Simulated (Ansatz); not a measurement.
## HCl, singlet in cc-pVDZ: errors against full CI

Geometry: a PBE0/def2-TZVP stationary point for this spin.

```xyz
2

Cl    0.0000    0.0000    0.0000
H     0.0000    0.0000    1.2788
```

Basis cc-pVDZ; Ansatz 0.2.0. Correlated methods freeze the noble-gas cores, which leaves 8 electrons in 18 orbitals. Prefix R: restricted or restricted open-shell reference. Active spaces: valence = (8e, 5o) chosen from the atoms' valence shells.

Full CI is exact within this basis and frozen core; it isn't the basis-set limit.

- UHF ⟨S²⟩: 0.000
- T1 diagnostic (RCCSD): 0.0046
- largest doubles amplitude (RCCSD): 0.047

```tsv
level	E − E(full CI) (kJ/mol)	share of correlation (%)	wall time
RHF	434.8	0.00	–
RMP2	50.6	88.37	–
CISD	23.9	94.49	0.33 s
RCCSD	7.5	98.27	–
RCCSD(T)	1.3	99.69	0.21 s
BCCD(T)	1.3	99.69	0.21 s
RCCSDT	0.7	99.83	–
CISDTQ	0.6	99.87	1.1 s
RCCSDT(Q)	0.1	99.99	0.51 s
RCCSDTQ	0.0	99.99	2.8 s
CASSCF (valence space)	388.7	10.60	–
NEVPT2 (valence space)	81.7	81.22	0.21 s
MRCISD (valence space)	18.7	95.70	–
MRCISD+Q (valence space)	-1.0	100.22	0.45 s
```

The correlation energy at full CI, counted from RHF, is -4.507 eV. That run took 8 s on 1 thread of Arm Neoverse V1, shared host over 2,342,800 determinants.

Times hold each run's SCF and search for its determinant on a shared host, so for small cases they say little of a method's own cost; they ran on 1 thread of Arm Neoverse V1. Some runs computed forces too.

More than 5 meV below full CI, which no variational method can be: MRCISD+Q (valence space).

The full-CI state has the irrep A1 of C2v, in the program's axes (one component, if the state is degenerate).

Natural occupations of full CI about the gap: 1.982 1.963 1.963 1.954 0.036 0.015 0.015 0.014 0.014 0.010; effectively unpaired electrons, Σ n²(2−n)², 0.03.

Atomization energy (electronic, same basis, no zero-point term; atoms at the same level, unrestricted beside the R rows where the molecule is a closed shell, with restricted open-shell steps beyond CCSDT(Q)) at full CI: 411.0 kJ/mol. Errors of other levels:

```csv
level,error (kJ/mol)
RHF,-98.5
RMP2,-2.5
CISD,-9.7
RCCSD,-3.5
RCCSD(T),-0.4
BCCD(T),-0.4
RCCSDT,-0.3
CISDTQ,-0.3
RCCSDT(Q),0.0
RCCSDTQ,0.0
CASSCF (valence space),-42.0
NEVPT2 (valence space),0.5
MRCISD (valence space),-4.1
MRCISD+Q (valence space),-1.2
```

This basis is far from its limit, so the value isn't to be set against a measured one. Truncated CI isn't size-consistent, which counts against it in atomization.
